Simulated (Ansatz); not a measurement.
## How far each method lies from full CI for [H···H···OH], doublet

Geometry: a point of a hydrogen-transfer path between rigid fragments, not a stationary point.

```xyz
4

H    -2.0563    0.0498    0.0000
H    -1.3113    0.0498    0.0000
O     0.1847    0.0498    0.0000
H     0.4365   -0.8901    0.0000
```

Basis 6-31G; Ansatz 0.2.0. Correlated methods freeze the noble-gas cores, which leaves 9 electrons in 14 orbitals. Prefix R: restricted or restricted open-shell reference; prefix U: unrestricted. Active spaces: valence = (9e, 7o) chosen from the atoms' valence shells; pair = (3e, 3o) about the gap.

Full CI is exact within this basis and frozen core; it isn't the basis-set limit. The frozen core follows each run's orbitals, which can shift R against U totals by a few meV.

For open shells CISD and CISDTQ are restricted-active-space CI with the open shells as a complete middle space.

The UHF ⟨S²⟩ is 0.762, the T1 diagnostic (RCCSD) is 0.0247 and the largest doubles amplitude (RCCSD) is 0.054. The T1 diagnostic (UCCSD) is 0.0164.

| level | E − E(RHF) (eV) |
| --- | --- |
| UHF | -0.0859 |
| RMP2 | -3.0601 |
| UMP2 | -3.0860 |
| RCCSD | -3.5549 |
| UCCSD | -3.5561 |
| RCCSD(T) | -3.5824 |
| UCCSD(T) | -3.5825 |

(1) Estimate how far full CI in 6-31G lies from RCCSD(T). The table doesn't fix it; the size of (T) and the diagnostics are the guide.

(1) Full CI in 6-31G lies 1.1 kJ/mol below RCCSD(T), which is 41 % of the (T) step (-2.7 kJ/mol). The diagnostics give no warning, yet the rest is a sizeable part of (T).

The other levels:

```
                   level  E − E(full CI) (kJ/mol)  share of correlation (%)  wall time
                    CISD                     18.3                     94.71     0.33 s
                 BCCD(T)                      1.2                     99.67     0.54 s
                  RCCSDT                      0.7                     99.81          –
                  UCCSDT                      0.7                     99.81          –
                  CISDTQ                      0.5                     99.87      1.7 s
               RCCSDT(Q)                      0.0                     99.99      2.4 s
               UCCSDT(Q)                      0.0                    100.00      2.3 s
                 RCCSDTQ                      0.0                     99.99       17 s
                 UCCSDTQ                      0.0                    100.00       17 s
     CASSCF (pair space)                    281.4                     18.85          –
     NEVPT2 (pair space)                     41.6                     87.99     0.15 s
     MRCISD (pair space)                     13.4                     96.13          –
   MRCISD+Q (pair space)                      1.5                     99.57      0.3 s
  CASSCF (valence space)                    215.9                     37.73          –
  NEVPT2 (valence space)                     40.2                     88.40     0.45 s
  MRCISD (valence space)                      8.5                     97.55          –
MRCISD+Q (valence space)                      3.2                     99.08     0.99 s
```

The correlation energy at full CI, counted from RHF, is -3.594 eV. That run took 9 s on 1 thread of Arm Neoverse V1, shared host over 1,003,332 determinants.

Times hold each run's SCF and search for its determinant on a shared host, so for small cases they say little of a method's own cost; they ran on 1 thread of Arm Neoverse V1.

The full-CI state has the irrep A' of Cs, in the program's axes.

Natural occupations of full CI about the gap: 1.988 1.981 1.968 1.967 0.997 0.031 0.026 0.018 0.010 0.006; effectively unpaired electrons, Σ n²(2−n)², 1.02.
